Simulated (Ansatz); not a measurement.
## HSeGe⁺, triplet: reading a ladder of total energies

Geometry: that of the HSeGe, doublet, kept fixed. The singlet lies 2.3 eV lower here.

| atom | x (Å) | y (Å) | z (Å) |
| --- | --- | --- | --- |
| Ge | 0.0000 | -0.4514 | 1.6394 |
| Se | 0.0000 | -0.5019 | -0.6961 |
| H | 0.0000 | 0.9534 | -0.9433 |

Basis cc-pVDZ; Ansatz 0.2.0. Correlated methods freeze the noble-gas cores and the filled d shells of p-block atoms, which leaves 10 electrons in 31 orbitals. R marks a restricted (for open shells ROHF) determinant, U an unrestricted one. No spin–orbit coupling is included, and no scalar relativity.

Full CI isn't at hand for all of this; UCCSDTQ serves as the reference, and is uncertain by about the last step of the cluster series.

The cluster runs stand on a determinant 0.17 eV above the lowest UHF solution, chosen by trial CCSD; the correlation energy below is counted from it.

Runs differ by some tens of microhartree through their thresholds and, for an open shell, their frozen cores, so steps under 0.03 kcal/mol mean nothing.

| level | total energy (hartree) |
| --- | --- |
| UHF determinant under the cluster runs | -4475.411212 |
| UMP2 | -4475.561506 |
| UCCSD | -4475.592186 |
| UCCSD(T) | -4475.598653 |
| UCCSDT | -4475.600025 |
| UCCSDT(Q) | -4475.600585 |
| UCCSDTQ | -4475.600549 |

What is the correlation energy at UCCSDTQ, and what share of it do UMP2 and UCCSD(T) recover?

E(corr) = -4475.600549 − (-4475.411212) = -0.189337 hartree = -5.152 eV. UMP2: -0.150294 / -0.189337 = 79.38 %. UCCSD(T): -0.187441 / -0.189337 = 99.00 %.

By how many kcal/mol does UCCSD(T) miss UCCSDTQ (1 hartree = 627.509 kcal/mol), and which steps make up the rest?

-4475.598653 − (-4475.600549) = 0.001896 hartree = 1.19 kcal/mol. Steps: UCCSDT − UCCSD(T) = -0.86, UCCSDT(Q) − UCCSDT = -0.35, UCCSDTQ − UCCSDT(Q) = 0.02 kcal/mol. Differences between like states or geometries often cancel part of this.
